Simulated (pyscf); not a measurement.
This saddle point was located with ωB97X-D3(BJ)/def2-SVP in PySCF.

```xyz
9

Zn    -2.5916     0.4862     0.3287
O     -0.8182     0.3633    -0.4609
Si     0.5307    -0.5773    -0.7013
H     -3.8443    -0.1678     0.9111
H      0.0958    -1.9815    -0.9511
H      1.2985    -0.0780    -1.8773
H      1.4208    -0.5576     0.4971
F     -1.8509     2.3091    -0.0640
H     -1.0528     1.5539    -0.3873
```

Surface: singlet, charge 0. Lowest wavenumbers (cm⁻¹): 446i, 33, 44, 111, 409.

What reaction is this the transition state of?

`[SiH3][O][ZnH]` + `[FH]` ⇌ `[F][ZnH]` + `[OH][SiH3]`, a four-centre exchange read from left to right: O–Zn, F–H broken and F–Zn, H–O formed. At ωB97M-D3(BJ)/def2-TZVP it lies -37.5 kJ/mol from the left side and -21.2 kJ/mol from the right (each side as separated species at their lowest minima found). On the reactant side the descent ends in an adduct with a F–Zn contact, 47.8 kJ/mol under the separated species and 9.4 kJ/mol under the saddle at ωB97X-D3(BJ)/def2-TZVP. On the product side the descent ends in an adduct with a O–Zn contact, 54.7 kJ/mol under the separated species and 28.0 kJ/mol under the saddle at ωB97X-D3(BJ)/def2-TZVP. At ωB97M-D3(BJ) the saddle lies under the separated reactants, which points to a path from their complex (located at ωB97X-D3(BJ) alone). At ωB97M-D3(BJ) the saddle lies under the separated products, which points to a path from their complex (located at ωB97X-D3(BJ) alone). What is counted as formed (F–Zn) is already present as a longer contact in the reactant adduct; forming that adduct is a step of its own. What is counted as broken (O–Zn) persists as a longer contact in the product adduct; parting that adduct is a step of its own. This is the saddle that the search found; another between the same sides may lie lower. Elements up to Kr have no core potential and no relativistic terms here.
